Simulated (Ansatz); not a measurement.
Process, species as SMILES: Cl (HCl) → [Cl-] + H+
B3LYP-D3(BJ)/def2-TZVP geometries, fixed; electronic energies without zero-point terms.

Basis-set convergence of the deprotonation energy at PBE with Ansatz (a quantum-chemistry and plane-wave program). Cartesian d functions, on some or all atoms, in 6-31G*, 6-31G**, 6-31+G*, 6-311G**, 6-311+G**; all else is spherical. The program fits the integrals of some runs and decomposes those of others, by size. No added dispersion term, no relativity. Functions are those of the species that has most. Reference: the value in aug-cc-pV(5+d)Z, 336.15 kcal/mol, itself unsure by roughly 0.06 kcal/mol (its mean distance from aug-pcseg-3, aug-cc-pV(Q+d)Z, def2-QZVPPD). Deviations are taken from unrounded values.

```tsv
basis	functions	deprotonation energy (kcal/mol)	minus reference (kcal/mol)
3-21G	15	334.45	-1.70
6-31G	15	331.73	-4.42
6-31G*	21	341.74	5.59
6-31G**	24	344.94	8.79
6-31+G*	25	328.67	-7.48
6-311G**	33	335.46	-0.69
6-311+G**	37	333.33	-2.82
6-311++G(2d,2p)	45	334.94	-1.20
6-311++G(3df,3pd)	65	336.52	0.37
```

Of the sets listed that have larger relatives (same family, alike in diffuse functions), none stays within 1 kcal/mol of the reference together with them. Inside, with no larger relative to test it: 6-311G**, 6-311++G(3df,3pd).
